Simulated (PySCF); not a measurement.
Converging CCl⁺ in the basis (PBE0)

PySCF, UKS reference; singlet, unpaired electrons none; De to C⁺ + Cl without counterpoise correction.

```csv
basis,relativity,functions,Re (Å),ωe (cm⁻¹),De (eV),μ (D)
cc-pVDZ/cc-pV(D+d)Z,no relativity,37,1.542,1224,6.74,0.04
aug-cc-pVDZ/aug-cc-pV(D+d)Z,no relativity,55,1.544,1212,6.76,0.15
def2-TZVP,no relativity,68,1.535,1207,6.85,0.19
def2-TZVPPD,no relativity,88,1.535,1206,6.85,0.21
```

How does each smaller set differ from the one with most functions, def2-TZVPPD?

cc-pVDZ/cc-pV(D+d)Z: +0.7 pm, +1.5 % in ωe, -0.11 eV in De; aug-cc-pVDZ/aug-cc-pV(D+d)Z: +0.9 pm, +0.5 % in ωe, -0.09 eV in De; def2-TZVP: +0.0 pm, +0.1 % in ωe, +0.00 eV in De. All at PBE0; the set with most functions is neither the basis-set limit nor always the best.

A positive dipole points towards Cl; it is taken about the centre of mass and depends on that origin. For an ion De counts to the pair picked by the measured ionisation energies or electron affinities, which need not be the lowest pair at this level.
